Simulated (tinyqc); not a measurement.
Worked calculation (part 2 of 2): CIS on RHF in the sto-3g basis, for H2O, spin multiplicity 1. Computed by tinyqc, a small Python program that keeps every step (integrals from PySCF). Command: `OMP_NUM_THREADS=1 python tinyqc.py 25738 25739 out.jsonl` (the two numbers bound the seeds that draw the settings). One thread of a shared host (Intel(R) Xeon(R) Processor @ 2.60GHz), about 0.1 s of CPU time with the checks.

Geometry (angstrom):
```
atom         x          y         z
O     0.000000   0.000000  0.000000
H     0.000000   0.820000  0.567000
H     0.000000  -0.820000  0.567000
```

## CIS singlet states

CIS matrix A, singlet (hartree):
```
           1>6        1>7       2>6        2>7        3>6        3>7        4>6        4>7
1>6  20.067157   0.000000  0.020204   0.000000   0.000000  -0.021859  -0.019905   0.000000
1>7   0.000000  20.124453  0.000000   0.047856  -0.002275   0.000000   0.000000  -0.028874
2>6   0.020204   0.000000  1.392760   0.000000   0.000000   0.053809   0.068360   0.000000
2>7   0.000000   0.047856  0.000000   1.463459  -0.031092   0.000000   0.000000  -0.017509
3>6   0.000000  -0.002275  0.000000  -0.031092   0.751080   0.000000   0.000000   0.044196
3>7  -0.021859   0.000000  0.053809   0.000000   0.000000   1.022997   0.110064   0.000000
4>6  -0.019905   0.000000  0.068360   0.000000   0.000000   0.110064   0.587289   0.000000
4>7   0.000000  -0.028874  0.000000  -0.017509   0.044196   0.000000   0.000000   0.676992
5>6   0.000000   0.000000  0.000000   0.000000   0.000000   0.000000   0.000000   0.000000
5>7   0.000000   0.000000  0.000000   0.000000   0.000000   0.000000   0.000000   0.000000

          5>6       5>7
1>6  0.000000  0.000000
1>7  0.000000  0.000000
2>6  0.000000  0.000000
2>7  0.000000  0.000000
3>6  0.000000  0.000000
3>7  0.000000  0.000000
4>6  0.000000  0.000000
4>7  0.000000  0.000000
5>6  0.433073  0.000000
5>7  0.000000  0.524080
```

dipole integrals <i|r|a> (bohr):
```
            x          y          z
1>6  0.000000   0.000000   0.042043
1>7  0.000000   0.056622   0.000000
2>6  0.000000   0.000000  -0.075647
2>7  0.000000  -0.135728   0.000000
3>6  0.000000  -0.908059   0.000000
3>7  0.000000   0.000000  -0.614907
4>6  0.000000   0.000000  -0.448607
4>7  0.000000  -0.688866   0.000000
5>6  0.078290   0.000000   0.000000
5>7  0.000000   0.000000   0.000000
```

Diagonalise A (1 hartree = 27.211386 eV); each vector has its largest component positive (the first on a tie). The transition dipole is mu = sqrt2 sum c_ia <i|r|a>.

singlet excitation energies (eV): 11.784526  14.260951  15.170791  17.859566  20.949271  28.200555  38.343841  39.869227  546.056999  547.618772

lowest vectors:
```
      state 1   state 2    state 3    state 4   state 5    state 6
1>6  0.000000  0.000000   0.000811   0.000000  0.000000   0.001516
1>7  0.000000  0.000000   0.000000   0.001287  0.000608   0.000000
2>6  0.000000  0.000000  -0.065305   0.000000  0.000000  -0.184873
2>7  0.000000  0.000000   0.000000   0.003345  0.051182   0.000000
3>6  0.000000  0.000000   0.000000  -0.421778  0.905582   0.000000
3>7  0.000000  0.000000  -0.222425   0.000000  0.000000   0.960661
4>6  0.000000  0.000000   0.972760   0.000000  0.000000   0.207246
4>7  0.000000  0.000000   0.000000   0.906692  0.421072   0.000000
5>6  1.000000  0.000000   0.000000   0.000000  0.000000   0.000000
5>7  0.000000  1.000000   0.000000   0.000000  0.000000   0.000000
```

oscillator strengths 2/3 w |mu|^2: 0.003539  0.000000  0.064533  0.051237  1.286020  0.619624

## CIS matrix, triplets

orbital energies (hartree): MO1 -20.237247, MO2 -1.241955, MO3 -0.606000, MO4 -0.433156, MO5 -0.383860, MO6 0.554055, MO7 0.714830

Two-electron integrals over orbitals (pq|rs), unique and non-zero (hartree):
```
(11|11) 4.745054    (21|11) -0.420298   (21|21) 0.059019    (22|11) 1.007675
(22|21) -0.013796   (22|22) 0.723158    (31|31) 0.010588    (32|31) 0.017225
(32|32) 0.141513    (33|11) 0.783605    (33|21) -0.004447   (33|22) 0.633376
(33|33) 0.619430    (41|11) 0.172856    (41|21) -0.021635   (41|22) 0.014513
(41|33) 0.005959    (41|41) 0.026839    (42|11) -0.130160   (42|21) 0.008625
(42|22) -0.004364   (42|33) 0.006303    (42|41) 0.019811    (42|42) 0.127241
(43|31) -0.002848   (43|32) 0.023597    (43|43) 0.048007    (44|11) 0.993182
(44|21) -0.012915   (44|22) 0.677314    (44|33) 0.589439    (44|41) -0.011055
(44|42) -0.104028   (44|44) 0.770892    (51|51) 0.026025    (52|51) 0.032701
(52|52) 0.146219    (53|53) 0.027826    (54|51) -0.012607   (54|52) -0.044700
(54|54) 0.053494    (55|11) 1.115341    (55|21) -0.011832   (55|22) 0.748751
(55|33) 0.618703    (55|41) 0.004812    (55|42) -0.069910   (55|44) 0.724281
(55|55) 0.880159    (61|11) -0.232231   (61|21) 0.034787    (61|22) -0.002012
(61|33) -2.97e-06   (61|41) 0.000256    (61|42) 0.020045    (61|44) -0.017898
(61|55) -0.006145   (61|61) 0.029484    (62|11) 0.298664    (62|21) -0.006823
(62|22) 0.138773    (62|33) 0.069965    (62|41) 0.018307    (62|42) 0.024061
(62|44) 0.085968    (62|55) 0.155018    (62|61) 0.006582    (62|62) 0.098933
(63|31) 0.002716    (63|32) -0.044158   (63|43) -0.031963   (63|63) 0.076575
(64|11) 0.226210    (64|21) -0.002334   (64|22) 0.102404    (64|33) 0.042940
(64|41) 0.003063    (64|42) -0.028971   (64|44) 0.122019    (64|55) 0.121404
(64|61) 0.000170    (64|62) 0.062998    (64|64) 0.071732    (65|51) 0.015408
(65|52) 0.058347    (65|54) -0.000021   (65|65) 0.037532    (66|11) 0.783113
(66|21) -0.007040   (66|22) 0.601116    (66|33) 0.562126    (66|41) 0.020245
(66|42) 0.057636    (66|44) 0.543387    (66|55) 0.579906    (66|61) 0.007920
(66|62) 0.091225    (66|64) 0.045344    (66|66) 0.587343    (71|31) 0.015069
(71|32) 0.023016    (71|43) -0.004192   (71|63) 0.003359    (71|71) 0.021497
(72|31) 0.014186    (72|32) 0.045480    (72|43) -0.031392   (72|63) 0.033577
(72|71) 0.019135    (72|72) 0.064082    (73|11) 0.366617    (73|21) -0.007298
(73|22) 0.148498    (73|33) 0.090367    (73|41) -0.000564   (73|42) -0.073081
(73|44) 0.160336    (73|55) 0.194549    (73|61) -0.006433   (73|62) 0.076027
(73|64) 0.080787    (73|66) 0.038974    (73|73) 0.152409    (74|31) -0.008903
(74|32) -0.074054   (74|43) -0.000746   (74|63) 0.047852    (74|71) -0.012519
(74|72) -0.017521   (74|74) 0.067058    (75|53) 0.023881    (75|75) 0.025051
(76|31) 0.008993    (76|32) 0.098245    (76|43) 0.051509    (76|63) -0.069902
(76|71) 0.012277    (76|72) -0.006325   (76|74) -0.057717   (76|76) 0.117758
(77|11) 0.870617    (77|21) -0.009585   (77|22) 0.621489    (77|33) 0.602652
(77|41) 0.003836    (77|42) -0.017534   (77|44) 0.605110    (77|55) 0.624711
(77|61) -0.005157   (77|62) 0.068019    (77|64) 0.044918    (77|66) 0.559325
(77|73) 0.099600    (77|77) 0.616326
```

A(ia,jb) = (e_a - e_i) d_ij d_ab - (ij|ab).

CIS matrix A, triplet (hartree):
```
           1>6        1>7        2>6        2>7        3>6        3>7        4>6        4>7
1>6  20.008189   0.000000   0.007040   0.000000   0.000000  -0.008993  -0.020245   0.000000
1>7   0.000000  20.081460   0.000000   0.009585  -0.008993   0.000000   0.000000  -0.003836
2>6   0.007040   0.000000   1.194894   0.000000   0.000000  -0.098245  -0.057636   0.000000
2>7   0.000000   0.009585   0.000000   1.335296  -0.098245   0.000000   0.000000   0.017534
3>6   0.000000  -0.008993   0.000000  -0.098245   0.597930   0.000000   0.000000  -0.051509
3>7  -0.008993   0.000000  -0.098245   0.000000   0.000000   0.718179  -0.051509   0.000000
4>6  -0.020245   0.000000  -0.057636   0.000000   0.000000  -0.051509   0.443824   0.000000
4>7   0.000000  -0.003836   0.000000   0.017534  -0.051509   0.000000   0.000000   0.542876
5>6   0.000000   0.000000   0.000000   0.000000   0.000000   0.000000   0.000000   0.000000
5>7   0.000000   0.000000   0.000000   0.000000   0.000000   0.000000   0.000000   0.000000

          5>6       5>7
1>6  0.000000  0.000000
1>7  0.000000  0.000000
2>6  0.000000  0.000000
2>7  0.000000  0.000000
3>6  0.000000  0.000000
3>7  0.000000  0.000000
4>6  0.000000  0.000000
4>7  0.000000  0.000000
5>6  0.358009  0.000000
5>7  0.000000  0.473979
```

## CIS triplet states

Diagonalise A (1 hartree = 27.211386 eV); each vector has its largest component positive (the first on a tie).

triplet excitation energies (eV): 9.741923  11.620030  12.897633  13.886581  16.786477  19.392784  33.120856  36.704815  544.451325  546.444619

lowest vectors:
```
      state 1   state 2   state 3   state 4    state 5    state 6
1>6  0.000000  0.001065  0.000000  0.000000   0.000000   0.000155
1>7  0.000000  0.000000  0.000000  0.000391   0.000213   0.000000
2>6  0.000000  0.099396  0.000000  0.000000   0.000000   0.169366
2>7  0.000000  0.000000  0.000000  0.047112   0.126563   0.000000
3>6  0.000000  0.000000  0.000000  0.545039   0.828006   0.000000
3>7  0.000000  0.205805  0.000000  0.000000   0.000000   0.960601
4>6  0.000000  0.973532  0.000000  0.000000   0.000000  -0.220363
4>7  0.000000  0.000000  0.000000  0.837086  -0.546250   0.000000
5>6  1.000000  0.000000  0.000000  0.000000   0.000000   0.000000
5>7  0.000000  0.000000  1.000000  0.000000   0.000000   0.000000
```
